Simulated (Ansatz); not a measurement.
Geometry optimisation, RKS B3LYP/def2-SVP (Ansatz).

Input:

```yaml
crystal:
  periodic: [false, false, false]
  atoms:
    - { symbol: Al, position_ang: [-0.061133, 0.49588, -0.525903] }
    - { symbol: "N", position_ang: [-0.034905, 0.100829, 2.53937] }
    - { symbol: H, position_ang: [-0.762583, -0.352755, 3.085006] }
    - { symbol: H, position_ang: [0.860548, 0.001397, 3.009749] }
    - { symbol: H, position_ang: [1.399292, -0.01584, -0.835707] }
    - { symbol: H, position_ang: [-1.42014, -0.220182, -0.876705] }
    - { symbol: Cl, position_ang: [-0.226072, 2.538598, 0.28622] }
    - { symbol: H, position_ang: [-0.241507, 1.111573, 2.431968] }
basis:
  gaussian: { orbitals: def2-SVP }
hamiltonian:
  xc: b3lyp
relax:
  f_tol: 0.03
  max_steps: 50
```

Run as:

```bash
$ ansatz run input.yaml --threads 1 --pin off --max-ram 2048MiB --backend cpu --events-out ev --progress --plain --runs-dir out
```

Problem. Where does it end, and by what steps?

Solution. The forces met the threshold. After 8 steps the energy has fallen by 0.962 eV; H3 moved furthest, 0.64 Å. Joined: Al1–N2 (3.09 → 2.08 Å).

| step | energy less start (eV) | largest force component (eV/Å) | accepted |
| --- | --- | --- | --- |
| 0 | 0.0000 | 1.112 | yes |
| 1 | -0.2773 | 0.838 | yes |
| 2 | -0.5368 | 0.793 | yes |
| 3 | -0.7855 | 0.841 | yes |
| 4 | -0.9311 | 0.897 | yes |
| 5 | -0.9512 | 0.322 | yes |
| 6 | -0.9307 | 0.296 | no |
| 7 | -0.9622 | 0.052 | yes |
| 8 | -0.9624 | 0.011 | yes |

```xyz
8
Properties=species:S:1:pos:R:3
Al -0.058 0.499 0.066
N -0.046 0.223 2.126
H -0.757 -0.438 2.452
H 0.861 -0.093 2.480
H 1.377 -0.053 -0.337
H -1.385 -0.274 -0.346
Cl -0.233 2.661 0.121
H -0.245 1.133 2.552
```

Run time: 23 s on 1 thread of Arm Neoverse V2 (shared host), peak memory 0.16 GiB.
